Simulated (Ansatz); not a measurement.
Ansatz (a quantum-chemistry and plane-wave program) input (CCSD(T)/6-31G*):

Ansatz 0.2 input:
```yaml
crystal:
  periodic: [false, false, false]
  atoms:
    - {symbol: C, position_ang: [0.11017686, -0.00298019, 1.00069413]}
    - {symbol: C, position_ang: [0.00657930, -0.64353847, -0.44488908]}
    - {symbol: C, position_ang: [-0.02122354, 0.64794511, -0.43798179]}
    - {symbol: H, position_ang: [-0.92943803, -0.02760792, 1.42083811]}
    - {symbol: H, position_ang: [0.21074686, -1.50598837, -1.07199433]}
    - {symbol: H, position_ang: [0.14549544, 1.52503758, -1.05578336]}
basis:
  gaussian:
    orbitals: 6-31G*
total_charge: -1
magnetization: {spin_polarized: false}
correlation: {method: ccsd_t, electrons: outside_noble_gas}
```

Output:

```
Functional definition: HF
integrals: 0.02 GiB planned
530 factors; integrals over basis functions are off by at most 1.3e-3 eV
mean field: 0.09 GiB planned
mean field evaluation 1: about -3130.2616 eV, gradient 2.1e1 eV
mean field evaluation 2: about -3130.2659 eV, gradient 2.1e1 eV
mean field evaluation 4: about -3131.8789 eV, gradient 2.7e0 eV
mean field evaluation 8: about -3131.9156 eV, gradient 9.0e-4 eV
mean field evaluation 16: about -3131.9110 eV, gradient 2.2e-1 eV
mean field evaluation 32: about -3123.2860 eV, gradient 5.0e0 eV
mean field -3131.91555195 eV, -115.0957736456 hartree, gradient 5.6e-6 eV, S^2 0.000000; 3 other end points of the search recorded, 0 dependent functions left out; unrestricted orbitals would lower it
determinant -3131.91555195 eV, -115.0957736456 hartree, with singles and doubles -3143.17614184 eV, -115.5095926914 hartree
determinant -3123.46410400 eV, -114.7851886620 hartree, with singles and doubles -3135.32554004 eV, -115.2210883964 hartree
3 core orbitals not correlated
reference -3131.91555195 eV, -115.0957736456 hartree; 8, 8 occupied and 40, 40 virtual orbitals, 530 factors
second order -10.56975105 eV of doubles, -0.00000000 eV of singles
coupled cluster: 0.09 GiB planned
cycle   1  -11.26048147 eV  change    1.1e-4 eV  update   3.8e-4
cycle   2  -11.26047405 eV  change    7.4e-6 eV  update   2.1e-4
cycle   3  -11.26035251 eV  change    1.2e-4 eV  update   1.0e-4
cycle   4  -11.26034360 eV  change    8.9e-6 eV  update   3.7e-5
cycle   5  -11.26041054 eV  change   -6.7e-5 eV  update   1.2e-5
cycle   6  -11.26041882 eV  change   -8.3e-6 eV  update   4.5e-6
perturbative correction -0.48602277 eV, -0.0178610073 hartree
Total energy: -3143.66199354 eV, -115.5274474119 hartree
```

It need not be the lowest isomer of its formula. Whether it binds its extra electron was not tested at this geometry.
